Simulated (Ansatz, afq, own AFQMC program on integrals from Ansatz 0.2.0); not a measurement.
AlP, triplet: AFQMC among the cluster methods

```yaml
atoms:
  - { symbol: Al, position_ang: [0.0000, 0.0000, 0.0000] }
  - { symbol: P, position_ang: [0.0000, 0.0000, 2.2080] }
```

Basis 6-31G. Only valence electrons are correlated. Ansatz 0.2.0 and our own AFQMC program on the same integrals; the CISD trial comes from CCSD amplitudes, and released means the phaseless constraint is let go. Uncertainties: one standard error, sampling alone.

Determinant: UHF, the one that the program's search chose, which needn't be the lowest solution. The geometry is a point of a scan.

Full CI on the same integrals is exact in this basis and with this determinant's frozen core.

Cautions: lower spins were not checked; an unrestricted solution with more broken spin lies lower (170 meV, ⟨S²⟩ 2.23); raised T1 diagnostic (T1 0.049, weight of the determinant 0.86, largest double 0.10); unrestricted determinant slightly spin contaminated (⟨S²⟩ 2.08 against 2.00).

- T1 diagnostic: 0.0491
- weight of the determinant in the CISD state: 0.864
- ⟨S²⟩ of the determinant: 2.082
- size of the correlated space: 8 electrons in 16 orbitals

Reference: full CI, correlation energy -2.383 eV. The released energy is read at 2.40 1/Eh (meV from the phaseless value at times in 1/Eh: -1 ± 6 at 0.24, -7 ± 7 at 0.51, -2 ± 6 at 0.99, -5 ± 7 at 1.62, -12 ± 7 at 2.40).

| level | E − E(reference) (mEh) | share of correlation (%) |
| --- | --- | --- |
| HF | 87.58 | 0.00 |
| MP2 | 27.09 | 69.07 |
| CCSD | 4.70 | 94.63 |
| CCSD(T) | 1.49 | 98.30 |
| CCSDT | 0.18 | 99.80 |
| CCSDT(Q) | -0.10 | 100.12 |
| CCSDTQ | 0.00 | 100.00 |
| ph-AFQMC/HF | 2.98 ± 0.67 | 96.60 |
| ph-AFQMC/CISD | 0.64 ± 0.29 | 99.27 |
| released AFQMC | 0.21 ± 0.24 | 99.76 |

CCSDT and higher add their correlation energy to the determinant of the CCSD(T) run, since their own runs factorise the integrals more tightly (a shift of under 2 meV). A walk keeps the symmetry of its determinant, which the program's search chose and which needn't be the lowest solution, so a lower state of the same spin and another symmetry isn't excluded. Released energies are given only where the last usable release times agree within the noise; a slower fall can still hide under it.
